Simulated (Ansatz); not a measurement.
Take SiC in the zinc blende structure (space group F-43m, No. 216) as the base.

```yaml
crystal:
  lattice:
    - [0.00000, 2.18988, 2.18988]
    - [2.18988, 0.00000, 2.18988]
    - [2.18988, 2.18988, 0.00000]
  atoms:
    - { symbol: C, position: [0.75000, 0.75000, 0.75000] }
    - { symbol: Si, position: [0.00000, 0.00000, 0.00000] }
```

Levels (all Ansatz, a first-principles code, PAW): PBE (420 eV, without spin-orbit coupling); r2SCAN (500 eV, no spin-orbit coupling).

Levels that relaxed their own cell: PBE and r2SCAN.

| level | band gap | lattice parameter a |
|---|---|---|
| PBE | 1.37 eV | 4.380 Å |
| r2SCAN | 1.71 eV | 4.356 Å |

Measured: band gap 2.53 eV (static lattice; corrected from measurement; as listed in Wei Chen et al., Physical Review Materials (2018)); lattice parameter a 4.346 Å (static lattice; corrected from measurement; as listed in Daniel Mejia-Rodriguez, S. B. Trickey, Phys. Rev. B (2018)).

Computed minus measured — band gap: PBE -1.16 eV, r2SCAN -0.82 eV (closest: r2SCAN); lattice parameter a: PBE +0.8 %, r2SCAN +0.2 % (closest: r2SCAN). A measured gap can be an optical one, lowered by exciton binding.

No phonon test of stability was made.
